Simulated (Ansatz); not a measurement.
# H₃Ge–AlH₂, singlet: the ladder up to RCCSDT(Q)

Geometry: a point of a stretch scan, not a stationary point.

```tsv
atom	x (Å)	y (Å)	z (Å)
Ge	0.0000	0.0041	0.6872
Al	0.0000	0.0043	-1.7915
H	0.0000	1.4123	1.3121
H	1.2327	-0.7355	1.2483
H	-1.2327	-0.7355	1.2483
H	0.0000	1.3614	-2.6155
H	0.0000	-1.7147	-2.7620
```

Basis cc-pVDZ; Ansatz 0.2.0. Correlated methods freeze the noble-gas cores and the filled d shells of p-block atoms, which leaves 12 electrons in 51 orbitals. Prefix R: restricted or restricted open-shell reference. Active spaces: frontier = (8e, 8o) about the gap; pair = (2e, 2o) about the gap. No spin–orbit coupling is included, and no scalar relativity.

Full CI isn't at hand for all of this; RCCSDT(Q) serves as the reference, and is uncertain by about the last step of the cluster series.

* UHF ⟨S²⟩: 0.000
* T1 diagnostic (RCCSD): 0.0132
* largest doubles amplitude (RCCSD): 0.056

```tsv
level	E − E(RCCSDT(Q)) (mEh)	share of correlation (%)	wall time
RHF	222.02	0.00	–
RMP2	52.01	76.57	–
CISD	25.53	88.50	1.9 s
RCCSD	6.00	97.30	–
RCCSD(T)	1.30	99.42	3.7 s
BCCD(T)	1.26	99.43	1.5 s
RCCSDT	0.19	99.92	–
CASSCF (pair space)	202.19	8.93	–
NEVPT2 (pair space)	48.83	78.01	6 s
CASSCF (frontier space)	158.65	28.54	–
NEVPT2 (frontier space)	47.96	78.40	9.5 s
```

The correlation energy at RCCSDT(Q), counted from RHF, is -6.041 eV. That run took 20 s on 1 thread of Arm Neoverse V2, shared host.

Times hold each run's SCF and search for its determinant on a shared host, so for small cases they say little of a method's own cost; they ran on 1 thread of Arm Neoverse V2.
